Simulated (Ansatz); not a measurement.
Cost and result for the atomization energy of `BBCl` (6 atoms, 5 bonds).

Charge 0, multiplicity 1. The geometry is a stationary point of PBE0-D4/def2-TZVP. Program: Ansatz. All runs use 2 threads of an Arm Neoverse V1 on a shared host. Times are those of one run each, without the atoms' runs, and a repeat can differ threefold. Electronic energies, without spin–orbit coupling; frozen cores. CCSD(T)/CBS adds CCSD(T) − MP2 in def2-TZVPP to the MP2 limit, and its time is that of the two runs behind it. T1 = 0.012.

CCSD(T)/CBS is a level of theory with its own doubt, some kJ/mol a heavy atom from the limit and from the frozen cores, so smaller differences don't rank the functionals.

| level | functions | wall time |
| --- | --- | --- |
| CCSD(T)/def2-SVP | 61 | 0.6 s |
| BLYP-D4/def2-TZVPP | 146 | 1.2 s |
| PBE0-D4/def2-TZVPP | 146 | 1.4 s |
| BHLYP-D4/def2-TZVPP | 146 | 1.4 s |
| CAM-B3LYP-D4/def2-TZVPP | 146 | 1.6 s |
| PBE-QIDH/def2-TZVPP | 146 | 2.2 s |
| B2PLYP/def2-TZVPP | 146 | 2.2 s |
| r2SCANh-D4/def2-TZVPP | 146 | 2.6 s |
| ωB97X-V/def2-TZVPP | 146 | 3.9 s |
| ωB97M-V/def2-TZVPP (with forces) | 146 | 5.5 s |
| MP2/def2-QZVPP | 274 | 6 s |
| CCSD(T)/def2-TZVPP | 146 | 9 s |
| CCSD(T)/CBS(def2) | – | 15 s |

Question: What atomization energy does each give, and how far from CCSD(T)/CBS? (Estimate.)

Answer: The calculation gave: 
```csv
level,atomization (kJ/mol),difference from CCSD(T)/CBS,per bond
CCSD(T)/def2-SVP,1865.3,-72.1,-14.4
BLYP-D4/def2-TZVPP,1950.2,12.8,2.6
PBE0-D4/def2-TZVPP,1973.0,35.6,7.1
BHLYP-D4/def2-TZVPP,1940.0,2.6,0.5
CAM-B3LYP-D4/def2-TZVPP,1971.5,34.1,6.8
PBE-QIDH/def2-TZVPP,1961.5,24.1,4.8
B2PLYP/def2-TZVPP,1945.5,8.1,1.6
r2SCANh-D4/def2-TZVPP,1975.9,38.5,7.7
ωB97X-V/def2-TZVPP,1964.8,27.4,5.5
ωB97M-V/def2-TZVPP (with forces),1970.5,33.1,6.6
MP2/def2-QZVPP,1957.0,19.6,3.9
CCSD(T)/def2-TZVPP,1898.8,-38.6,-7.7
CCSD(T)/CBS(def2),1937.4,0.0,0.0
```

At CCSD(T), def2-SVP lies −72.1 kJ/mol from the extrapolated value and def2-TZVPP −38.6 kJ/mol: correlation converges slowly with the basis, and small sets miss more of it in the bonded molecule than in its fragments. From PBE to PBE0 (25 % exact exchange), in def2-TZVPP and without D4, the atomization energy moves by −12.6 kJ/mol: exact exchange takes away binding that semilocal exchange gives to molecules. Leaving LDA and LC-ωPBE aside and taking each functional with its dispersion term where it has one, the values, not all of them listed here, spread over 48.0 kJ/mol, from BHLYP-D4 to B97M-V. LDA lies +214.6 kJ/mol from PBE without D4, its usual overbinding.
